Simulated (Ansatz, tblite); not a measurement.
# InH3: one state, many levels

Aim: run the singlet of InH3 at one geometry on many levels, and compare frontier levels, spin and run time.

Method: as each input shows; program: Ansatz 0.2.0, Gaussian basis.

Plan: GFN1-xTB, GFN2-xTB, PBE-D4/def2-TZVP, r2SCAN-D4/def2-TZVP, B2PLYP/def2-TZVP, ωB97X-V/def2-TZVP, r2SCAN0-D4/def2-TZVP, ωB97M-V/def2-TZVP, revPBE-D4/def2-TZVP, HSE06-D4/def2-TZVP, B3LYP-D4/def2-TZVP, PBE-D4/def2-SVP, PBE0-D4/def2-SVP, PBE0-D4/def2-TZVPD, PBE-D4/def2-TZVPD, r2SCAN-D4/def2-TZVPD, CCSD(T)/def2-TZVPP, MP2/def2-TZVP, RPA/def2-TZVP, CCSD(T)/def2-TZVPD.

5 further runs of the same task are left out: 5 set aside as unsound or not needed.

## Step 1: The geometry

The singlet was relaxed beforehand with PBE0-D4/def2-TZVP.

4 atoms, charge 0, spin multiplicity 1.

Bond lengths: In1–H2 1.724 Å, In1–H3 1.724 Å, In1–H4 1.724 Å. Angles: H2–In1–H3 120.0°, H2–In1–H4 120.0°, H3–In1–H4 120.0°.

In takes a core potential in the def2 sets. No spin-orbit coupling is included.

PBE0-D4/def2-TZVP was run before; its log isn't repeated, and its numbers join the tables.

## Step 2: GFN1-xTB

Tight binding, by tblite at 300 K electronic temperature and without a spin-polarisation term:

```python
tblite.interface.Calculator('GFN1-xTB', numbers, positions, charge=0, uhf=0).singlepoint()
```

Energy -85.0765 eV, HOMO -11.69 eV, LUMO -4.39 eV; 0.002 s.

## Step 3: GFN2-xTB

Tight binding, by tblite at 300 K electronic temperature and without a spin-polarisation term:

```python
tblite.interface.Calculator('GFN2-xTB', numbers, positions, charge=0, uhf=0).singlepoint()
```

Energy -73.1863 eV, HOMO -11.56 eV, LUMO -6.70 eV; 0.001 s.

## Step 4: PBE-D4/def2-TZVP

start.molden holds the orbitals of an earlier run on this state, given as this run's starting guess.

in.yaml reads:

```yaml
crystal:
  periodic: [false, false, false]
  atoms:
    - {symbol: In, position_ang: [0.000058, -0.000020, -0.000172]}
    - {symbol: H, position_ang: [1.724197, -0.028649, 0.013431]}
    - {symbol: H, position_ang: [-0.837216, 1.507403, -0.017973]}
    - {symbol: H, position_ang: [-0.887039, -1.478744, 0.004714]}
basis:
  gaussian: {orbitals: def2-TZVP, initial_orbitals: start.molden}
hamiltonian: {xc: pbe, dispersion: d4}
scf: {omitted_lower_state_checks: [starts]}
output: {orbitals: {seedname: orbitals}}
```

The run is started by

```
$ ansatz run in.yaml --threads 4 --pin off --events-out ev --progress --plain --max-ram 3916MiB
```

The runs that follow: r2SCAN-D4/def2-TZVP; B2PLYP/def2-TZVP; ωB97X-V/def2-TZVP; r2SCAN0-D4/def2-TZVP; ωB97M-V/def2-TZVP; revPBE-D4/def2-TZVP; HSE06-D4/def2-TZVP; B3LYP-D4/def2-TZVP; PBE-D4/def2-SVP; PBE0-D4/def2-SVP; PBE0-D4/def2-TZVPD; PBE-D4/def2-TZVPD; r2SCAN-D4/def2-TZVPD; CCSD(T)/def2-TZVPP; MP2/def2-TZVP; RPA/def2-TZVP; CCSD(T)/def2-TZVPD.

Before running them: what should the planned runs give, taken together? Wanted: gap in def2-TZVP, named functionals, smallest and largest; correlation energy, CCSD(T)/def2-TZVPP; correlation energy, MP2/def2-TZVP; correlation energy, CCSD(T)/def2-TZVPD; binding an atom, CCSD(T)/def2-TZVPP; PBE0 total energy, smallest basis above largest.

The runs gave:

| quantity | value |
| --- | --- |
| gap in def2-TZVP, named functionals, smallest and largest | 4.35 eV (PBE-D4), 10.43 eV (ωB97X-V) |
| correlation energy, CCSD(T)/def2-TZVPP | -8.84 eV |
| correlation energy, MP2/def2-TZVP | -7.97 eV |
| correlation energy, CCSD(T)/def2-TZVPD | -8.61 eV |
| binding an atom, CCSD(T)/def2-TZVPP | 1.885 eV |
| PBE0 total energy, smallest basis above largest | 0.28 eV (def2-SVP, def2-TZVPD) |

What this shows: Over the named functionals in def2-TZVP the gap runs from 4.35 eV (PBE-D4) to 10.43 eV (ωB97X-V); exact exchange widens it. The functionals in def2-TZVP miss CCSD(T)/def2-TZVPP by -0.097 (revPBE-D4) to +0.048 eV (ωB97X-V) an atom. The reference is CCSD(T) in one finite basis, so it carries an error of its own, often a tenth of an eV or more, and near misses can't be ranked.
